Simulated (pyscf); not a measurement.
Structures and frequencies: ωB97X-D3(BJ)/def2-SVP in PySCF.

Question: For H₃C–NH–CH₃ (SMILES CNC) + CH₃• (SMILES [CH3]) -> H₃C–CH₃ (SMILES CC) + H₃C–NH• (SMILES C[NH]), a substitution at C (doublet surface; C–N broken, C–C formed), PBE/def2-TZVP gives ΔE‡ = 1.52 eV and ΔE = -0.48 eV (zero: the separated reactants). In which direction and how far do r²SCAN/def2-TZVP, M06-2X/def2-TZVP, ωB97M-D3(BJ)/def2-TZVP move these?

Answer: r²SCAN: ΔE‡ = 1.70 eV, ΔE = -0.44 eV; M06-2X: ΔE‡ = 1.95 eV, ΔE = -0.38 eV; ωB97M-D3(BJ): ΔE‡ = 1.96 eV, ΔE = -0.45 eV. PBE's barrier lies under all of them, by 0.18 to 0.44 eV. Its reaction energy lies under all of them, by 0.03 to 0.10 eV. Low barriers are usual for a GGA, whose delocalisation error favours stretched bonds. From the product side, H₂C=NH + H• + H₃C–CH₃ lies, by one bond made or cut, 0.85 eV under this saddle at ωB97M-D3(BJ). H₃C–NH–CH₃ lies 0.34 eV over its isomer H₃C–CH₂–NH₂, and others may lie lower still (electronic energy, ωB97M-D3(BJ)). H₃C–NH• lies 0.32 eV over its isomer •H₂C–NH₂, and others may lie lower still (electronic energy, ωB97M-D3(BJ)). One saddle was located; it need not be the lowest between these sides. The angle at the attacked C is 178°.
